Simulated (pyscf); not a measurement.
# Substitution at C: H₃C–O–SiH₃ + H atom (H•) → methane (CH₄) + •O–SiH₃

Gas phase, doublet surface, charge 0. Bonds broken: C1–O2. Bonds formed: C1–H10. Structures and frequencies: ωB97X-D3(BJ)/def2-SVP in PySCF. MP2 and CC: frozen core, UHF for open shells. ΔMP2 is the change of the MP2 total energy from the triple- to the quadruple-zeta basis.

Transition state (Å):

```xyz
10

C     -0.1921    -1.3200     0.4392
O     -1.3355    -0.1408     0.0104
Si    -0.8608     1.4235     0.3227
H     -0.8203    -2.1533     0.1091
H      0.6060    -0.9640    -0.2282
H     -0.1603    -1.0753     1.5108
H     -1.9695     2.3177    -0.1106
H     -0.5837     1.6457     1.7791
H      0.3904     1.7886    -0.4181
H      0.7596    -2.2674     0.7981
```

One imaginary mode, 1491i cm⁻¹; descent along it reached the two sides named.

```tsv
bond	change	reactant side (Å)	saddle	product side
C1–O2	breaks	1.407	1.698	3.2
C1–H10	forms	3.7	1.390	1.099
```

Electronic energies relative to the separated reactants (kcal/mol):

| level | barrier | reaction energy | reverse barrier |
|---|---|---|---|
| ωB97X-D3(BJ)/def2-TZVP | 31.5 | -13.2 | 44.7 |
| PBE/def2-TZVP | 21.1 | -14.1 | 35.2 |
| r²SCAN/def2-TZVP | 21.3 | -16.8 | 38.2 |
| B3LYP-D3(BJ)/def2-TZVP | 24.8 | -17.2 | 42.0 |
| PBE0-D3(BJ)/def2-TZVP | 26.9 | -13.1 | 40.0 |
| M06-2X/def2-TZVP | 31.4 | -10.8 | 42.2 |
| ωB97M-D3(BJ)/def2-TZVP | 30.1 | -14.3 | 44.4 |
| HF/def2-TZVP | 49.3 | -24.0 | 73.3 |
| MP2/def2-QZVPP | 36.4 | -3.3 | 39.7 |
| CCSD/def2-TZVPP | 32.9 | -15.7 | 48.6 |
| CCSD(T)/def2-TZVPP | 30.5 | -13.7 | 44.2 |
| CCSD(T)/def2-TZVPP + ΔMP2(QZVPP) | 30.2 | -12.9 | 43.0 |

With CCSD(T)/def2-TZVPP + ΔMP2(QZVPP) energies and thermal terms (ideal gas, 1 atm, RRHO with modes under 100 cm⁻¹ raised to 100, one conformer, R ln 2 for chiral ones without a mode under 150 cm⁻¹), in kcal/mol:

| T (K) | ΔH‡ | ΔG‡ | ΔH | ΔG |
|---|---|---|---|---|
| 298 | 29.7 | 36.7 | -10.9 | -13.1 |
| 600 | 29.3 | 43.9 | -11.8 | -14.9 |
| 900 | 29.1 | 51.3 | -13.0 | -16.2 |
| 1200 | 28.9 | 58.7 | -14.3 | -17.1 |

The same reactants have a lower exit, to H₃C–O–SiH₂• + H₂ (barrier +4.8 kcal/mol at ωB97M-D3(BJ), against +30.1 kcal/mol here). H₃C–O–SiH₃ lies 23.7 kcal/mol over its isomer H₃C–SiH₂–OH (electronic energy, ωB97M-D3(BJ)). •O–SiH₃ lies 24.9 kcal/mol over its isomer HO–SiH₂• (electronic energy, ωB97M-D3(BJ)). One saddle was located; it need not be the lowest between these sides. The angle at the attacked C is 179°. The CCSD(T) − MP2 part came from Ansatz, without density fitting, on the same reference. The orbital near-degeneracy of the XH₃O or XH₃S radical is left out.
